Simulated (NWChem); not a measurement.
Program: NWChem. System: CH2, charge 0, spin multiplicity 3, at a geometry optimised with UPBE0/def2-SVP. The structure started from a generated list of species. Its SCF solution wasn't tested for a lower state. Level: UBHandHLYP/def2-TZVPD.

Job file:

```
start mol
memory heap 200 mb stack 900 mb global 1100 mb
geometry units angstroms nocenter noautoz
  C      0.000000     0.000000    -0.105884
  H      1.004074     0.000000     0.317651
  H     -1.004074     0.000000     0.317651
  symmetry group C2v
end
basis spherical
  * library def2-tzvpd
end
dft
  xc bhlyp
  odft
  mult 3
  semidirect memsize 60000000 filesize 0
  iterations 100
end
task dft energy
```

NWChem printed:

```
             Northwest Computational Chemistry Package (NWChem) 7.3.0
             --------------------------------------------------------

                                NWChem Input Module
                                -------------------

 Scaling coordinates for geometry "geometry" by  1.889725989
 (inverse scale =  0.529177249)

 Turning off AUTOSYM since
 SYMMETRY directive was detected!

                             Geometry "geometry" -> ""
                             -------------------------

 Output coordinates in angstroms (scale by  1.889725989 to convert to a.u.)

  No.       Tag          Charge          X              Y              Z
 ---- ---------------- ---------- -------------- -------------- --------------
    1 C                    6.0000     0.00000000     0.00000000    -0.10588400
    2 H                    1.0000     1.00407400     0.00000000     0.31765100
    3 H                    1.0000    -1.00407400     0.00000000     0.31765100

 Effective nuclear repulsion energy (a.u.)       6.0906771635

            Nuclear Dipole moment (a.u.)
            ----------------------------
        X                 Y               Z
 ---------------- ---------------- ----------------
     0.0000000000     0.0000000000    -0.0000037795

      Symmetry information
      --------------------

 Group name             C2v
 Group number             16
 Group order               4
 No. of unique centers     2

      Symmetry unique atoms

     1    2


 Summary of "ao basis" -> "" (spherical)
 ------------------------------------------------------------------------------
       Tag                 Description            Shells   Functions and Types
 ---------------- ------------------------------  ------  ---------------------
 *                         def2-tzvpd                 on all atoms

                                 NWChem DFT Module
                                 -----------------

 Summary of "ao basis" -> "ao basis" (spherical)
 ------------------------------------------------------------------------------
       Tag                 Description            Shells   Functions and Types
 ---------------- ------------------------------  ------  ---------------------
 C                         def2-tzvpd               13       37   6s3p3d1f
 H                         def2-tzvpd                5        9   3s2p

 Summary of "ao basis" -> "ao basis" (spherical)
 ------------------------------------------------------------------------------
       Tag                 Description            Shells   Functions and Types
 ---------------- ------------------------------  ------  ---------------------
 C                         def2-tzvpd               13       37   6s3p3d1f
 H                         def2-tzvpd                5        9   3s2p

      Symmetry analysis of basis
      --------------------------

        a1         24
        a2          6
        b1         15
        b2         10

            General Information
            -------------------
          SCF calculation type: DFT
          Wavefunction type:  spin polarized.
          No. of atoms     :     3
          No. of electrons :     8
           Alpha electrons :     5
            Beta electrons :     3
          Charge           :     0
          Spin multiplicity:     3
          Use of symmetry is: on ; symmetry adaption is: on
          Maximum number of iterations: 100
          AO basis - number of functions:    55
                     number of shells:    23
          Convergence on energy requested:  1.00D-06
          Convergence on density requested:  1.00D-05
          Convergence on gradient requested:  5.00D-04

              XC Information
              --------------
                        BHLYP Method XC Functional
                     Hartree-Fock (Exact) Exchange  0.500
                        Slater Exchange Functional  0.500 local
                    Becke 1988 Exchange Functional  0.500 non-local
              Lee-Yang-Parr Correlation Functional  1.000

             Grid Information
             ----------------
          Grid used for XC integration:  medium
          Radial quadrature: Mura-Knowles
          Angular quadrature: Lebedev.
          Tag              B.-S. Rad. Rad. Pts. Rad. Cut. Ang. Pts.
          ---              ---------- --------- --------- ---------
          C                   0.70       49           7.0       434
          H                   0.35       45           8.0       434
          Grid pruning is: on
          Number of quadrature shells:    94
          Spatial weights used:  Erf1

          Convergence Information
          -----------------------
          Convergence aids based upon iterative change in
          total energy or number of iterations.
          Levelshifting, if invoked, occurs when the
          HOMO/LUMO gap drops below (HL_TOL):  1.00D-02
          DIIS, if invoked, will attempt to extrapolate
          using up to (NFOCK): 10 stored Fock matrices.

                    Damping( 0%)  Levelshifting(0.5)       DIIS
                  --------------- ------------------- ---------------
          dE  on:    start            ASAP                start
          dE off:    2 iters        100 iters           100 iters

      Screening Tolerance Information
      -------------------------------
          Density screening/tol_rho:  1.00D-10
          AO Gaussian exp screening on grid/accAOfunc:  14
          CD Gaussian exp screening on grid/accCDfunc:  20
          XC Gaussian exp screening on grid/accXCfunc:  20
          Schwarz screening/accCoul:  1.00D-08
[...]
                     a2                0.0          0.0
                     b1                1.0          1.0
                     b2                1.0          0.0

                    DFT Final Alpha Molecular Orbital Analysis
                    ------------------------------------------

 Vector    3  Occ=1.000000D+00  E=-5.227950D-01  Symmetry=b1
              MO Center= -1.4D-15, -9.6D-17,  1.1D-01, r^2= 1.2D+00
   Bfn.  Coefficient  Atom+Function         Bfn.  Coefficient  Atom+Function
  ----- ------------  ---------------      ----- ------------  ---------------
     7      0.338090  1 C  px                10      0.241383  1 C  px
    39      0.211437  2 H  s                 48     -0.211437  3 H  s
    38      0.150134  2 H  s                 47     -0.150134  3 H  s
    13      0.116208  1 C  px                40      0.041733  2 H  s
    49     -0.041733  3 H  s

 Vector    4  Occ=1.000000D+00  E=-3.463924D-01  Symmetry=a1
              MO Center=  1.6D-15, -1.4D-15, -2.5D-01, r^2= 1.1D+00
   Bfn.  Coefficient  Atom+Function         Bfn.  Coefficient  Atom+Function
  ----- ------------  ---------------      ----- ------------  ---------------
     9      0.417660  1 C  pz                12      0.388613  1 C  pz
    15      0.228114  1 C  pz                 4     -0.218148  1 C  s
    39      0.111186  2 H  s                 48      0.111186  3 H  s
     3     -0.106367  1 C  s                 38      0.063845  2 H  s
    47      0.063845  3 H  s                  2      0.061794  1 C  s

 Vector    5  Occ=1.000000D+00  E=-3.090633D-01  Symmetry=b2
              MO Center= -4.5D-16,  9.8D-16, -8.8D-02, r^2= 1.2D+00
   Bfn.  Coefficient  Atom+Function         Bfn.  Coefficient  Atom+Function
  ----- ------------  ---------------      ----- ------------  ---------------
     8      0.447430  1 C  py                11      0.437028  1 C  py
    14      0.253686  1 C  py                45      0.028992  2 H  py
    54      0.028992  3 H  py

 Vector    6  Occ=0.000000D+00  E= 3.638732D-02  Symmetry=a1
              MO Center= -2.6D-15,  6.2D-17,  1.7D-01, r^2= 8.4D+00
   Bfn.  Coefficient  Atom+Function         Bfn.  Coefficient  Atom+Function
  ----- ------------  ---------------      ----- ------------  ---------------
     5      4.258208  1 C  s                 40     -3.252474  2 H  s
    49     -3.252474  3 H  s                  6      2.456358  1 C  s
    30      0.711309  1 C  d  2              15      0.649853  1 C  pz
    46      0.551483  2 H  pz                55      0.551483  3 H  pz
    44      0.484766  2 H  px                53     -0.484766  3 H  px

 Vector    7  Occ=0.000000D+00  E= 1.082723D-01  Symmetry=b1
              MO Center= -6.7D-15,  1.8D-30,  9.3D-01, r^2= 7.3D+00
   Bfn.  Coefficient  Atom+Function         Bfn.  Coefficient  Atom+Function
  ----- ------------  ---------------      ----- ------------  ---------------
    40      8.269298  2 H  s                 49     -8.269298  3 H  s
    13     -6.281353  1 C  px                44     -2.544195  2 H  px
    53     -2.544195  3 H  px                46     -1.079880  2 H  pz
    55      1.079880  3 H  pz                29      0.794643  1 C  d  1
    10      0.289307  1 C  px                 7      0.163177  1 C  px

 Vector    8  Occ=0.000000D+00  E= 1.300385D-01  Symmetry=a1
              MO Center= -1.7D-14,  1.6D-16,  9.7D-02, r^2= 6.8D+00
   Bfn.  Coefficient  Atom+Function         Bfn.  Coefficient  Atom+Function
  ----- ------------  ---------------      ----- ------------  ---------------
     5     12.106321  1 C  s                 40     -4.874844  2 H  s
    49     -4.874844  3 H  s                 44      1.960103  2 H  px
    53     -1.960103  3 H  px                 6     -1.949152  1 C  s
    15      1.856478  1 C  pz                 4     -0.880953  1 C  s
    30      0.588948  1 C  d  2              46      0.445015  2 H  pz

                     DFT Final Beta Molecular Orbital Analysis
                     -----------------------------------------

 Vector    1  Occ=1.000000D+00  E=-1.059222D+01  Symmetry=a1
              MO Center= -1.8D-17,  2.2D-21, -1.1D-01, r^2= 2.7D-02
   Bfn.  Coefficient  Atom+Function         Bfn.  Coefficient  Atom+Function
  ----- ------------  ---------------      ----- ------------  ---------------
     2      0.610538  1 C  s                  1      0.467783  1 C  s
     5      0.058142  1 C  s                  3      0.028191  1 C  s
    40     -0.025731  2 H  s                 49     -0.025731  3 H  s

 Vector    2  Occ=1.000000D+00  E=-6.810919D-01  Symmetry=a1
              MO Center= -5.1D-15, -3.8D-16,  1.5D-01, r^2= 9.8D-01
   Bfn.  Coefficient  Atom+Function         Bfn.  Coefficient  Atom+Function
  ----- ------------  ---------------      ----- ------------  ---------------
     4      0.325416  1 C  s                  3      0.311353  1 C  s
     2     -0.194987  1 C  s                  5      0.172798  1 C  s
    39      0.149278  2 H  s                 48      0.149278  3 H  s
    38      0.119504  2 H  s                 47      0.119504  3 H  s
     1     -0.090728  1 C  s                  9      0.079532  1 C  pz

 Vector    3  Occ=1.000000D+00  E=-5.013405D-01  Symmetry=b1
              MO Center=  5.9D-15, -8.3D-31,  1.2D-01, r^2= 1.2D+00
   Bfn.  Coefficient  Atom+Function         Bfn.  Coefficient  Atom+Function
  ----- ------------  ---------------      ----- ------------  ---------------
     7      0.321716  1 C  px                39      0.233300  2 H  s
    48     -0.233300  3 H  s                 10      0.210064  1 C  px
    38      0.155326  2 H  s                 47     -0.155326  3 H  s
    13      0.137174  1 C  px

 Vector    4  Occ=0.000000D+00  E=-3.838838D-02  Symmetry=a1
              MO Center= -7.6D-15, -1.1D-15, -3.7D-01, r^2= 2.1D+00
   Bfn.  Coefficient  Atom+Function         Bfn.  Coefficient  Atom+Function
  ----- ------------  ---------------      ----- ------------  ---------------
     5      1.252902  1 C  s                 40     -0.601995  2 H  s
    49     -0.601995  3 H  s                 15      0.358624  1 C  pz
    46      0.296531  2 H  pz                55      0.296531  3 H  pz
     9      0.292512  1 C  pz                 4     -0.289783  1 C  s
    12      0.250892  1 C  pz                 6     -0.168229  1 C  s

 Vector    5  Occ=0.000000D+00  E=-1.239874D-02  Symmetry=b2
              MO Center=  1.4D-16, -4.1D-15, -2.6D-02, r^2= 2.2D+00
   Bfn.  Coefficient  Atom+Function         Bfn.  Coefficient  Atom+Function
  ----- ------------  ---------------      ----- ------------  ---------------
     8      0.314102  1 C  py                11      0.268643  1 C  py
    14      0.268539  1 C  py                45      0.213207  2 H  py
    54      0.213207  3 H  py                27     -0.045140  1 C  d -1

 Vector    6  Occ=0.000000D+00  E= 3.958360D-02  Symmetry=a1
              MO Center=  8.0D-14,  3.8D-15,  2.5D-01, r^2= 8.6D+00
   Bfn.  Coefficient  Atom+Function         Bfn.  Coefficient  Atom+Function
  ----- ------------  ---------------      ----- ------------  ---------------
     5      4.557019  1 C  s                 40     -3.515639  2 H  s
    49     -3.515639  3 H  s                  6      2.589814  1 C  s
    30      0.777616  1 C  d  2              15      0.695156  1 C  pz
    46      0.615141  2 H  pz                55      0.615141  3 H  pz
    44      0.492299  2 H  px                53     -0.492299  3 H  px

   alpha - beta orbital overlaps
   -----------------------------

   alpha      1      2      3      4      5      6      7      8      9     10
    beta      1      2      3      4      5      6      7      8     10      9
 overlap   1.000  0.990  0.999  0.949  0.952  0.997  0.999  0.988  0.947  0.999

   alpha     11     12     13     14     15     16     17     18     19     20
    beta     12     11     13     14     15     16     17     19     18     21
 overlap   0.811  1.000  0.992  0.835  0.992  0.984  0.990  0.981  1.000  0.977

   alpha     21     22     23     24     25     26     27     28     29     30
    beta     20     22     23     24     25     26     28     27     29     30
 overlap   0.989  1.000  0.982  0.998  0.996  1.000  0.999  0.995  0.997  0.996

   alpha     31     32     33     34     35     36     37     38     39     40
    beta     31     32     33     34     35     36     37     38     39     40
 overlap   0.997  0.996  0.998  1.000  0.998  1.000  1.000  0.999  0.999  1.000

   alpha     41     42     43     44     45     46     47     48     49     50
    beta     41     42     43     44     45     48     47     46     49     50
 overlap   0.999  0.999  0.999  0.999  0.980  0.999  0.999  0.981  0.999  1.000

   alpha     51     52     53     54     55
    beta     51     52     53     54     55
 overlap   1.000  0.999  1.000  1.000  1.000

     --------------------------
     Expectation value of S2:
     --------------------------
      <S2> =      2.0067 (Exact =     2.0000)

 center of mass
 --------------
 x =   0.00000000 y =   0.00000000 z =  -0.08498785

 moments of inertia (a.u.)
 ------------------
           1.105501681103           0.000000000000           0.000000000000
           0.000000000000           8.362286362886           0.000000000000
           0.000000000000           0.000000000000           7.256784681783

     Multipole analysis of the density
     ---------------------------------

     L   x y z        total         alpha         beta         nuclear
     -   - - -        -----         -----         ----         -------
     0   0 0 0     -0.000000     -5.000000     -3.000000      8.000000

     1   1 0 0      0.000000     -0.000000      0.000000      0.000000
     1   0 1 0     -0.000000     -0.000000      0.000000      0.000000
     1   0 0 1      0.237713      0.546022     -0.308305     -0.000004

     2   2 0 0     -4.361639     -6.491531     -5.070549      7.200441
     2   1 1 0     -0.000000     -0.000000      0.000000      0.000000
     2   1 0 1      0.000000      0.000000      0.000000      0.000000
     2   0 2 0     -6.175588     -4.736541     -1.439047      0.000000
     2   0 1 1      0.000000      0.000000     -0.000000      0.000000
     2   0 0 2     -5.774491     -5.032326     -1.703041      0.960876

 Task  times  cpu:        0.6s     wall:        0.6s

 Total times  cpu:        0.6s     wall:        0.6s
```
